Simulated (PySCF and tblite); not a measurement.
Results of a calculation; reference values are marked as such.
C₄H₆O, numbered as in [O:1]=[CH:2][CH:3]1[CH2:4][CH2:5]1.

Conformers came from 90 starts (ETKDG and KDG, MMFF94s, GFN2-xTB); geometries are PBE0-D3(BJ)/def2-SVP. Energies: B3LYP-D3(BJ)/def2-TZVP (IEF-PCM, chloroform), with GFN2-xTB thermal terms (modes under about 100 cm⁻¹ blended into free rotors). Symmetry numbers and mirror images are counted. Conformers within 3 kcal/mol (GFN2-xTB free energy) were kept, 8 at most. GIAO shieldings: WP04/pcSseg-1 (IEF-PCM, chloroform). Shifts are against TMS (¹H), TMS (¹³C) at the same level. (PySCF 2.14, tblite 0.8.)

Torsions listed: O1–C2–C3–C4.

```json
{"conformer": "1", "shape": "147°", "symmetry": "Cs", "E(GFN2) kcal/mol": "0.00", "E(DFT) kcal/mol": "0.00"}
{"conformer": "2", "shape": "-33°", "symmetry": "Cs", "E(GFN2) kcal/mol": "0.74", "E(DFT) kcal/mol": "0.78"}
```

Question: How much do the weights at 298.15 K and the averaged shift of H2 depend on how the conformers are weighted?

Answer: 
```json
{"weighting": "DFT energy with thermal terms, symmetry and mirror images (full scheme)", "1 (%)": "76", "2 (%)": "24", "δ (ppm)": "8.59", "rms dipole (D)": "3.96"}
{"weighting": "DFT energy with symmetry and mirror images", "1 (%)": "79", "2 (%)": "21", "δ (ppm)": "8.54", "rms dipole (D)": "3.98"}
{"weighting": "bare DFT energy", "1 (%)": "79", "2 (%)": "21", "δ (ppm)": "8.54", "rms dipole (D)": "3.98"}
{"weighting": "GFN2-xTB energy with symmetry and mirror images", "1 (%)": "78", "2 (%)": "22", "δ (ppm)": "8.55", "rms dipole (D)": "3.97"}
{"weighting": "GFN2-xTB free energy", "1 (%)": "74", "2 (%)": "26", "δ (ppm)": "8.61", "rms dipole (D)": "3.95"}
{"weighting": "leading conformer alone", "1 (%)": "100", "2 (%)": "0", "δ (ppm)": "8.20", "rms dipole (D)": "4.10"}
{"weighting": "equal weights", "1 (%)": "50", "2 (%)": "50", "δ (ppm)": "8.99", "rms dipole (D)": "3.80"}
```

The largest departure from the full scheme, 0.40 ppm, comes with: equal weights.
